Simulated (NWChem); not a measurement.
System: NH, triplet; SMILES [NH]

Program: NWChem. Spin-unrestricted. Coordinates come from a PBE0-D3(BJ)/def2-TZVP, spin-unrestricted optimisation. No stability test was run on the SCF state.

### Question
Taking B3LYP/cc-pVQZ as the yardstick, which of these has the fewest basis functions while keeping “highest occupied level (eV)” within 0.05 eV of it: B3LYP/cc-pVDZ; B3LYP/cc-pVTZ; B3LYP/aug-cc-pVDZ; B3LYP/aug-cc-pVTZ?

### Answer
none of them.
| level | basis functions | highest occupied level (eV) |
|---|---|---|
| B3LYP/cc-pVDZ | 19 | -8.84 |
| B3LYP/aug-cc-pVDZ | 32 | -9.35 |
| B3LYP/cc-pVTZ | 44 | -9.17 |
| B3LYP/aug-cc-pVTZ | 69 | -9.36 |
| B3LYP/cc-pVQZ | 85 | -9.27 |

The yardstick is one finite set, not the basis-set limit.
